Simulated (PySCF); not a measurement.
An unknown shows these calculated signals:

¹H NMR (400 MHz, computed): δ 6.45 (s, 4H).

¹³C{¹H} NMR (computed): δ 185.6 (C), 135.1 (CH).

Level of theory: NMR shieldings at KT2/pcSseg-2/GIAO, B3LYP/pcJ-1 coupling constants (without the spin–dipole term), PBE0-D3(BJ)/def2-SVP geometry, in PySCF (averaged over atoms made equivalent by symmetry, fast rotation or ring inversion, one computed conformer, relativity neglected, gas phase).

Scale: ¹H (σref 31.18) and ¹³C (σref 182.28) against TMS (reference shieldings calculated alike).

Which of these does the molecule contain: a ketone, a nitrile, an NH or NH2 group, a non-aromatic C=C double bond, a tert-butyl group?

Answers


- A ketone: yes (δC 185.6).
- A nitrile: no.
- An NH or NH2 group: no.
- A non-aromatic C=C double bond: yes.
- A tert-butyl group: no.

The data belong to Benzoquinone, C$_{6}$H$_{4}$O$_{2}$; they needn't prove each group on their own.

Carbon signals by region: 1 in the far downfield region (above 160 ppm), 1 in the sp2 and nitrile region (100–160 ppm). Above 160 ppm: 185.6, ketone carbonyl carbon.

Shifts are as computed. Against solution values, carbons near 30 ppm lie about +3 ppm off and those near 130 ppm about -1 ppm. Of 1211 compounds with measured shifts, 218 miss one by over three times the rms of a fit or turn the order of signals round; such compounds aren't used in these exercises.
